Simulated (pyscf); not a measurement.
Elementary routes open to F–Si•(F)–F + H₂ in the gas phase (doublet surface):
A. HF + F–SiH•–F (F–Si, H–H broken; F–H, H–Si formed)
B. F–SiH(F)–F + H• (H–H broken; H–Si formed)
C. HF + F–Si:–F [singlet] + H• (F–Si, H–H broken; F–H formed)

Single points on ωB97X-D3(BJ)/def2-SVP structures (PySCF, gas phase).

Q: Rank the routes by free-energy barrier at 600 K, lowest first, for ωB97M-D3(BJ)/def2-TZVP energies (ideal gas, 1 atm, RRHO with modes under 100 cm⁻¹ raised to 100, one conformer, R ln 2 for chiral ones without a mode under 150 cm⁻¹).

A: B (1.07 eV), A (3.08 eV), C (3.80 eV)

Route B is the fastest of these, ahead of the next by 2.01 eV. The most stable products are those of B (ΔG = +0.22 eV), so kinetics and thermodynamics agree. At 1200 K B is still the fastest. C: On the product side the descent ends in a complex, 0.21 eV under the separated species and 0.43 eV under the saddle at ωB97X-D3(BJ)/def2-TZVP. Only these routes are compared; each barrier is that of the saddle found, and lower ones may exist.
